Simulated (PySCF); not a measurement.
**BF⁺: frontier orbitals**

PBE0 at R = 1.214 Å; B cc-pVTZ, F cc-pVTZ; no relativity (PySCF 2.14). State: ²Σ⁺ (doublet), unpaired electrons σ ↑. Only the outer orbitals are listed, counted within each symmetry.

| spin | orbital | occ. | ε (eV) | on B (%) | main shells (%) |
| --- | --- | --- | --- | --- | --- |
| α | 3σ | 1 | -45.76 | 16 | 81 F s |
| α | 4σ | 1 | -26.48 | 17 | 72 F p, 12 B s, 11 F s |
| α | 1π | 1 | -23.95 | 15 | 85 F p, 12 B p |
| α | 1π | 1 | -23.95 | 15 | 85 F p, 12 B p |
| α | 5σ | 1 | -19.64 | 96 | 63 B s, 32 B p |
| α | 2π | 0 | -10.52 | 91 | 88 B p, 9 F p |
| α | 2π | 0 | -10.52 | 91 | 88 B p, 9 F p |
| α | 6σ | 0 | -4.37 | 109 | 73 B p, 27 B s, 8 B d |
| β | 3σ | 1 | -45.72 | 16 | 81 F s |
| β | 4σ | 1 | -26.28 | 16 | 73 F p, 10 F s, 10 B s |
| β | 1π | 1 | -23.97 | 13 | 87 F p, 10 B p |
| β | 1π | 1 | -23.97 | 13 | 87 F p, 10 B p |
| β | 5σ | 0 | -13.28 | 97 | 76 B s, 21 B p |
| β | 2π | 0 | -8.72 | 93 | 93 B p |
| β | 2π | 0 | -8.72 | 93 | 93 B p |

**Question.** Which are the highest filled and the lowest empty level, where do they sit, and how wide is the gap?

**Answer.** Highest filled α 5σ at -19.64 eV (in %: 63 B s, 32 B p); lowest empty β 5σ at -13.28 eV (in %: 76 B s, 21 B p); the gap at PBE0 is 6.36 eV.

* bond order (Mayer): 1.84
* ⟨S²⟩: 0.753
* charge on B (Mulliken, basis-dependent): 0.83
* charge on B (Löwdin, basis-dependent): 0.55
* dipole moment (positive dipole points towards F; it is taken about the centre of mass and depends on that origin): -3.40 D
* polarisability along the bond: 9.3 bohr³
* polarisability across the bond: 9.2 bohr³

Shares are Mulliken populations and can fall outside 0 to 100 %.

The state is the lowest determinant that a PBE0 search found; another state may lie lower at other levels.
